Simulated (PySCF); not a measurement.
Reaction (SMILES): O (H2O) + H+ → [OH3+]
B3LYP-D3(BJ)/def2-TZVP geometries, fixed; electronic energies without zero-point terms; positive where energy is released.

Effect of the auxiliary basis of density fitting at r2SCAN/aug-cc-pVTZ with PySCF, against the last row, where the proton affinity is 172.36 kcal/mol.

```tsv
setting	fitting functions, largest species	largest shift of a total energy (mEh)	shift of the proton affinity (kcal/mol)
density fitting: autoaux	461	-0.002	0.000
density fitting: def2-universal-jkfit	131	-0.057	0.010
density fitting: cc-pvtz-jkfit	169	-0.013	-0.002
density fitting: cc-pvqz-jkfit	259	-0.010	-0.002
density fitting: weigend	82	-0.259	0.061
density fitting: none	-	0.000	0.000
```

Within 0.02 kcal/mol in the proton affinity: density fitting: autoaux; density fitting: def2-universal-jkfit; density fitting: cc-pvtz-jkfit; density fitting: cc-pvqz-jkfit. The largest shift is 0.259 mEh in a total energy and 0.061 kcal/mol in the difference.
